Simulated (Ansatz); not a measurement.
Geometry optimisation, Ansatz, RKS PBE/def2-SVP.

input.yaml

```yaml
crystal:
  periodic: [false, false, false]
  atoms:
    - { symbol: C, position_ang: [-0.16774, -0.31071, -0.50707] }
    - { symbol: O, position_ang: [-0.08494, 1.07503, -0.37434] }
    - { symbol: S, position_ang: [-0.37787, 0.4481, 1.07666] }
    - { symbol: H, position_ang: [-1.05863, -0.6898, -1.00619] }
    - { symbol: H, position_ang: [0.76248, -0.83432, -0.72139] }
    - { symbol: H, position_ang: [0.92671, 0.3117, 1.53233] }
total_charge: 1
basis:
  gaussian: { orbitals: def2-SVP }
hamiltonian:
  xc: pbe
relax:
  f_tol: 0.02
  max_steps: 40
scf:
  lower_state_search: "off"
```

Command:

```bash
$ ansatz run input.yaml --threads 1 --pin off --max-ram 2048MiB --backend cpu --events-out ev --progress --plain --runs-dir out
```

Question: Where does it end, and by what steps?

Answer: The forces met the threshold. Limits of this set-up: the dipole of an ion depends on the origin. After 6 steps the energy has fallen by 0.163 eV; O2 moved furthest, 0.05 Å.

| step | energy less start (eV) | largest force component (eV/Å) | accepted |
| --- | --- | --- | --- |
| 0 | 0.0000 | 2.674 | yes |
| 1 | -0.1002 | 1.859 | yes |
| 2 | -0.1560 | 0.443 | yes |
| 3 | -0.1564 | 0.184 | yes |
| 4 | -0.1597 | 0.364 | yes |
| 5 | -0.1626 | 0.024 | yes |
| 6 | -0.1626 | 0.015 | yes |

```xyz
6
Properties=species:S:1:pos:R:3
C -0.158 -0.290 -0.554
O -0.080 1.100 -0.423
S -0.384 0.435 1.114
H -1.096 -0.705 -0.978
H 0.794 -0.837 -0.715
H 0.924 0.297 1.557
```

Whether the end is a true minimum wasn't checked by a vibrational analysis.

The run took 7.1 s on 1 thread of Arm Neoverse V1, with other jobs on the host, peak memory 0.11 GiB.
